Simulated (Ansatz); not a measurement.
# CHS− (SMILES [CH-]=S): single points off equilibrium

The task here is to estimate one member of a computed series from the others.

Computed with Ansatz 0.2.0, Gaussian basis. Level: single points in def2-TZVPPD.

Correlated methods freeze the cores.

### The starting structure

3 atoms, charge -1, spin multiplicity 1.

Atoms are counted from 1 here; the program's logs count them from 0.

Bond lengths: C1–S2 1.694 Å, C1–H3 1.077 Å. Angles: S2–C1–H3 101.0°.

Geometry (Å):

```
C    -0.2116    0.5489   -0.0518
S     1.1057   -0.3143    0.5709
H    -0.8012   -0.2497   -0.4699
```

The first run:

run/in.yaml

```yaml
crystal:
  periodic: [false, false, false]
  atoms:
    - {symbol: C, position_ang: [-0.211648, 0.548854, -0.051772]}
    - {symbol: S, position_ang: [1.105656, -0.314312, 0.570872]}
    - {symbol: H, position_ang: [-0.801229, -0.249713, -0.469877]}
basis:
  gaussian: {orbitals: "def2-TZVPPD.json"}
total_charge: -1
hamiltonian: {xc: pbe, dispersion: d4}
output: {forces: true}
```

The basis file named in the input lies beside it (Basis Set Exchange, JSON).

Started as:

```sh
$ ansatz run in.yaml --threads 2 --pin off --events-out ev --progress --plain --max-ram 3481MiB
```

Among the steps run: PBE-D4/def2-TZVPPD; r2SCAN-D4/def2-TZVPPD; PBE0-D4/def2-TZVPPD; wB97M-V/def2-TZVPPD; CCSD(T)/def2-TZVPPD.

One table of the session follows, with a row left open; its other results are not shown here.

```
   method  RMS force component (eV/Å)  angle to CCSD(T) forces (°)
   PBE-D4                       0.659                          4.8
r2SCAN-D4                       0.597                         12.6
  PBE0-D4                       0.633                         23.2
  wB97M-V                           ?                            ?
  CCSD(T)                       0.544                    reference
```

Estimate the missing values for wB97M-V.

The run gave: RMS force component (eV/Å): 0.606; angle to CCSD(T) forces (°): 29.1. In the column «RMS force component (eV/Å)» it lies between r2SCAN-D4 (0.597) and PBE0-D4 (0.633).

Limits of these values: The anion's highest level is positive in at least one run, so there the basis alone may hold the extra electron.
